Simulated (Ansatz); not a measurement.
Input file:

```yaml
crystal:
  periodic: [false, false, false]
  atoms:
    - {symbol: Zr, position_ang: [-0.015433, -0.009008, 1.580210]}
    - {symbol: O, position_ang: [-0.016266, -0.025151, -0.291748]}
    - {symbol: H, position_ang: [0.031698, 0.034159, -1.288462]}
basis:
  gaussian: {orbitals: def2-SVP, point_charges: [{charge: -0.50, position_ang: [4.654, -0.638, -0.446]}]}
magnetization: {spin_polarized: false, initial_magnetization: 1}
correlation: {method: ccsd_t, electrons: valence}
output: {forces: true}
```

```sh
$ ansatz run in.yaml --threads 1 --pin off --events-out ev --progress --plain --max-ram 2393MiB
```

The program prints:

```
511 factors; integrals over basis functions are off by at most 1.3e-3 eV
mean field evaluation 1: about -3312.7922 eV, gradient 3.9e1 eV
mean field evaluation 2: about -3312.8331 eV, gradient 3.9e1 eV
mean field evaluation 4: about -3316.3977 eV, gradient 2.4e0 eV
mean field evaluation 8: about -3316.4567 eV, gradient 2.5e-1 eV
mean field evaluation 16: about -3316.4591 eV, gradient 4.2e-2 eV
mean field evaluation 32: about -3316.4593 eV, gradient 2.1e-3 eV
mean field evaluation 64: about -3315.3847 eV, gradient 1.0e-1 eV
mean field evaluation 96: about -3316.4616 eV, gradient 1.3e-5 eV
mean field evaluation 128: about -3316.3769 eV, gradient 1.4e0 eV
mean field evaluation 160: about -3316.4630 eV, gradient 1.4e0 eV
...
mean field -3316.46160068 eV, -121.8777158466 hartree, gradient 7.3e-10 eV, S^2 0.750000; 17 other end points of the search recorded, 0 dependent functions left out
...
determinant -3316.46160068 eV, -121.8777158466 hartree, with singles and doubles -3327.54839677 eV, -122.2851480879 hartree
determinant -3316.45899774 eV, -121.8776201904 hartree, with singles and doubles -3327.54497696 eV, -122.2850224122 hartree
determinant -3315.47768537 eV, -121.8415576257 hartree, with singles and doubles -3326.60547197 eV, -122.2504962408 hartree
determinant -3315.38532280 eV, -121.8381633641 hartree, with singles and doubles -3326.04971771 eV, -122.2300726485 hartree
determinant -3313.49752178 eV, -121.7687879562 hartree, with singles and doubles -3324.18031990 eV, -122.1613735459 hartree
determinant -3313.34035495 eV, -121.7630121816 hartree, with singles and doubles -3324.10457146 eV, -122.1585898423 hartree
determinant -3312.98008601 eV, -121.7497725422 hartree, with singles and doubles -3323.83737774 eV, -122.1487706541 hartree
determinant -3316.46160068 eV, -121.8777158466 hartree, with singles and doubles -3327.55548628 eV, -122.2854086228 hartree
determinant -3316.45899774 eV, -121.8776201904 hartree, with singles and doubles -3327.55201660 eV, -122.2852811141 hartree
determinant -3316.43753015 eV, -121.8768312709 hartree, with singles and doubles -3327.54965363 eV, -122.2851942766 hartree
determinant -3316.43753015 eV, -121.8768312709 hartree, with singles and doubles -3327.55664009 eV, -122.2854510245 hartree
unrestricted determinant -3316.75233035 eV, -121.8883999650 hartree, S^2 1.2675
1 core orbitals not correlated: weight in the atoms' cores, before any rotation towards them, 1.000 or more for the frozen orbitals, at most 0.000 for the correlated occupied ones
reference -3316.46160068 eV, -121.8777158466 hartree; 10, 9 occupied and 39, 40 virtual orbitals, 511 factors
second order -10.70507019 eV of doubles, -0.04919771 eV of singles
...
cycle  17  -11.09388671 eV  change   -4.2e-8 eV  update   9.0e-8
cycle  18  -11.09388668 eV  change    3.5e-8 eV  update   6.1e-8
cycle  19  -11.09388668 eV  change    1.6e-9 eV  update   4.1e-8
cycle  20  -11.09388668 eV  change   -2.8e-9 eV  update   2.8e-8
cycle  21  -11.09388668 eV  change    4.2e-9 eV  update   1.8e-8
cycle  22  -11.09388668 eV  change   -3.7e-9 eV  update   1.1e-8
cycle  23  -11.09388668 eV  change    3.3e-9 eV  update   6.6e-9
cycle  24  -11.09388668 eV  change  -6.4e-10 eV  update   4.0e-9
cycle  25  -11.09388668 eV  change    1.8e-9 eV  update   2.8e-9
cycle  26  -11.09388668 eV  change   -1.4e-9 eV  update   2.1e-9
perturbative correction -0.39322504 eV, -0.0144507538 hartree
the calculation of the forces begins
Total energy: -3327.94871240 eV, -122.2998594161 hartree
Atom 0 at    -0.015433    -0.009008     1.580210 Å, force     0.020076    -0.018448    -0.114462 eV/Å
Atom 1 at    -0.016266    -0.025151    -0.291748 Å, force     0.011496     0.166193    -1.780976 eV/Å
Atom 2 at     0.031698     0.034159    -1.288462 Å, force    -0.005149    -0.152788     1.904963 eV/Å
Dipole moment:     0.270407    -0.017158    -0.491406 e Å
```

Forces (eV/Å):
```
Zr   0.020 -0.018 -0.114
O    0.011  0.166 -1.781
H   -0.005 -0.153  1.905
```

Ran on 1 thread of Intel Xeon 6975P-C, shared host: 38 s wall, 0.3 GiB peak host memory.
